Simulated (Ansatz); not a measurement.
This script drives Ansatz 0.2.0, Python API.

Script `disp_c3h4fno.py`:
```python
"""Dispersion corrections for C3H4FNO."""

import logging
import sys

import ansatz

logging.basicConfig(stream=sys.stdout, format="%(name)s: %(message)s")
logger = logging.getLogger("c3h4fno")
logger.setLevel(logging.INFO)

geometry_ang = [
    ("N", (-0.3345, -0.1167, 1.6276)),
    ("C", (-0.1792, -0.6529, 0.4973)),
    ("O", (-0.3135, -1.9788, 0.4636)),
    ("C", (0.2432, -0.1182, -0.8251)),
    ("C", (0.3269, 1.17, -1.0483)),
    ("F", (0.1782, 2.111, -0.0585)),
    ("H", (-0.2445, 0.9463, 1.4985)),
    ("H", (-0.4715, -2.2299, 1.378)),
    ("H", (0.2974, -0.8276, -1.5823)),
    ("H", (0.5807, 1.6457, -1.9478)),
]
system = ansatz.Crystal.molecule()
for symbol, xyz in geometry_ang:
    system = system.atom(symbol, xyz)

calc = system.calculation().basis(gaussian="def2-SVP")
for name in ["b3lyp", "r2scan"]:
    for correction in ("d3bj", "d4"):
        r = calc.functional(name, dispersion=correction).run(threads=1, pin="off").report
        logger.info(f"{name:8s} {correction:5s} total {r['free_energy_ev']:.5f} eV, of which dispersion {1000 * r['dispersion']['energy']['ev']:.2f} meV")
```

It is started by `python disp_c3h4fno.py`. How long does it take on 1 thread of Arm Neoverse V1, with other jobs on the host, and how much memory does it need?

It took about 17 s, with a peak of 0.24 GiB, for 4 runs of the engine.

Running `python disp_c3h4fno.py` prints:
```text
c3h4fno: b3lyp    d3bj  total -9421.96780 eV, of which dispersion -333.96 meV
c3h4fno: b3lyp    d4    total -9421.93685 eV, of which dispersion -303.00 meV
DeckWarning: the engine holds no damping parameters fitted to this dispersion correction and functional, so the run takes those fitted to r2scan beside the three-body term, which d3bj leaves out (hamiltonian.dispersion, under Limitations)
c3h4fno: r2scan   d3bj  total -9416.82217 eV, of which dispersion -53.53 meV
c3h4fno: r2scan   d4    total -9416.81614 eV, of which dispersion -47.51 meV
```
(Warnings from the package without file and line.)

Reading the output:
- Total energies depend on the basis set; only differences at equal settings carry meaning.
- The geometry is a force-field or estimated start, not a minimum of this method, and the basis set is short of its limit. D4 holds the three-body term, and d3bj doesn't.
- b3lyp holds the VWN-RPA fit, as in Gaussian; the form of ORCA and Turbomole is b3lyp5.
- A dispersion term here runs with damping parameters fitted for another variant or functional.
